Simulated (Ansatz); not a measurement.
The same path of BH5O (7 atoms, charge 0, multiplicity 1) was run twice with different band settings. Lost on the way: B1–H2, O5–H7. Made: H2–H7.

Computed with RKS r2SCAN/def2-SVP (Ansatz).

Relaxed end points:

```xyz
7
Properties=species:S:1:pos:R:3
B -0.019 -0.014 0.063
H -0.395 0.485 1.114
H 1.138 0.211 -0.233
H -0.817 0.044 -0.853
O 0.015 -1.673 0.402
H -0.876 -1.932 0.685
H 0.587 -1.808 1.172
```

```xyz
7
Properties=species:S:1:pos:R:3
B 0.007 -0.173 -1.024
H 0.251 -1.368 3.415
H 0.995 0.514 -1.125
H -0.813 -0.278 -1.914
O -0.152 -0.834 0.143
H -0.956 -1.370 0.173
H 0.302 -1.178 2.681
```

Common settings: movable images 7; climbing image yes; optimiser quadratic models (default); start path through a guess of the saddle point; force threshold 0.05 eV/Å; iteration limit 60; end points relaxed.

| run | spring |
| --- | --- |
| 1 | 5.0 eV/Å² |
| 2 | 2.0 to 10.0 eV/Å², energy-weighted |

Q: What does each run give, and how far can it be trusted?

A: Run 1: converged after 23 iterations, highest image 0.856 eV above the first end. A vibrational analysis at the climbing image gives one clearly imaginary mode, 1237i cm⁻¹: a first-order saddle point.
Run 2: converged after 14 iterations, highest image 0.855 eV above the first end. Another band between the same ends (7 images) ends at a top of the same energy, where a vibrational analysis finds 1 clearly imaginary mode.
The orbitals stay closed-shell, which can raise the energy where a bond breaks towards radicals; this wasn't checked here.
